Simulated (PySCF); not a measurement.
SiCl₃, optimised at HF/6-31G*:

```xyz
4

Si    -0.0079    -0.0040    -0.0175
Cl    -0.0032     0.7965    -1.9021
Cl    -0.0168    -2.0479    -0.1396
Cl     1.6596     0.6162     0.9962
```

Energies from PySCF (xtb for GFN2), thermal terms from the rigid-rotor harmonic-oscillator model, ideal gas at 1 bar. 6-31G* has spherical d functions here. Open shells (unrestricted): SiCl₃ (multiplicity 2). GFN2 has no spin-polarisation term. B3LYP is the form with VWN-RPA correlation.

Question: List the harmonic frequencies (cm⁻¹, unscaled) at this level and at the other levels, each on its own geometry.

Answer: 
- HF/6-31G*: 180, 180, 261, 502, 619, 619
- B3LYP/6-31G*: 160, 160, 233, 452, 564, 564
- GFN2-xTB: 129, 129, 201, 415, 498, 498
- PBE/def2-SVP: 152, 152, 222, 452, 569, 569
- PBE0/def2-TZVP: 162, 162, 238, 472, 588, 589
